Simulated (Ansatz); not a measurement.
fcc Sr was calculated with LDA in Ansatz (plane waves, PAW).

Settings: plane-wave cutoff 520 eV, 18×18×18 k mesh, Fermi–Dirac smearing 0.1 eV, perturbation theory, force constants from a 6×6×6 q mesh, scalar-relativistic PAW data made under PBE.

Computed at the level's own relaxed cell. Harmonic vibrational thermodynamics at fixed volume:

```
T (K)  S_vib (J/K per mol of atoms)  C_V (J/K per mol of atoms)  F_vib (eV/atom)
-----  ----------------------------  --------------------------  ---------------
100                           26.29                       22.62           0.0011
200                           42.68                       24.33          -0.0355
300                           52.62                       24.66          -0.0852
400                           59.74                       24.78          -0.1436
700                           73.64                       24.89          -0.3529
800                           76.96                       24.90          -0.4310
1000                          82.52                       24.91          -0.5965
```

The crystal is taken as a harmonic solid at every temperature: melting, phase changes and thermal expansion are not seen, nor the electrons' share in a metal.

Ansatz is a program for electronic structure.
